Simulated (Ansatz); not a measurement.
**HSiAl, quintet in cc-pVDZ: errors against UCCSDT(Q)**

Geometry: that of the HSiAl, triplet, kept fixed. The triplet lies 3.8 eV lower here.

```yaml
atoms:
  - { symbol: Si, position_ang: [0.0000, -0.0360, 1.1654] }
  - { symbol: Al, position_ang: [0.0000, -0.0118, -1.2249] }
  - { symbol: H, position_ang: [0.0000, 1.3177, 0.3154] }
```

Basis cc-pVDZ; Ansatz 0.2.0. Correlated methods freeze the noble-gas cores, which leaves 8 electrons in 31 orbitals. Prefix R: restricted or restricted open-shell reference; prefix U: unrestricted. Active spaces: valence = (8e, 9o) chosen from the atoms' valence shells.

Full CI isn't at hand for all of this; UCCSDT(Q) serves as the reference, and is uncertain by the last step of the cluster series or more. The frozen core follows each run's orbitals, which can shift R against U totals by a few meV.

For open shells CISD is restricted-active-space CI with the open shells as a complete middle space.

* UHF ⟨S²⟩: 6.046
* T1 diagnostic (RCCSD): 0.0419
* largest doubles amplitude (RCCSD): 0.049
* T1 diagnostic (UCCSD): 0.0258

Problem. From what is known of these methods and the diagnostics, rank them by the size of their error in total energy against UCCSDT(Q) in cc-pVDZ, smallest first (an estimate: the text doesn't fix the numbers).
A. UMP2
B. UCCSD(T)
C. NEVPT2 (valence space)
D. NEVPT4(SD) (valence space)
E. MRCISD+Q (valence space)

Solution. E (0.8 kJ/mol), B (3.7 kJ/mol), D (10.1 kJ/mol), C (66.9 kJ/mol), A (86.8 kJ/mol).

All errors are against UCCSDT(Q) in cc-pVDZ. Within each family the higher level lies nearer, as is usual though not guaranteed.

Natural occupations of CASSCF (valence space) about the gap: 1.974 1.942 1.005 1.002 0.998 0.996 0.044 0.021 0.018; effectively unpaired electrons, Σ n²(2−n)², 4.03.
